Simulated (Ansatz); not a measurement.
How UKS-PBE and FCI compare on the energy from the minimum to the longest scanned distance (2.9 to 4 times the starting length) of diatomic hydrides.

Values in kJ/mol, from Ansatz (a first-principles code). Where two bases are given, the first is that of UKS-PBE. Full CI is exact in its basis, with frozen cores. Scans on which UKS-PBE failed, held another spin at the minimum or broke off are missing, so the means are lower bounds.

```tsv
system	basis	UKS-PBE	FCI	UKS-PBE − FCI
HO cation triplet	aug-cc-pVDZ	297	459	-163
HGa singlet	cc-pVTZ	278	283	-5
HMg doublet	def2-TZVP	134	121	13
HAs triplet	cc-pVDZ	281	248	33
CH cation singlet	cc-pVQZ	311	407	-97
HO cation triplet	cc-pVTZ	302	484	-182
HGe doublet	aug-cc-pVTZ	280	280	0
HO doublet	aug-cc-pVDZ	454	418	35
HBe cation singlet	cc-pVTZ	271	300	-28
HO cation triplet	cc-pVTZ	310	463	-154
```

The mean error against full CI is -55 kJ/mol (median -17) and the mean absolute one 71 kJ/mol (median 34); UKS-PBE lies above in 3 and below in 7 of 10 cases. It is closest for HGe doublet (0), HGa singlet (-5), HMg doublet (13) and furthest off for HO cation triplet (-182), HO cation triplet (-163), HO cation triplet (-154).
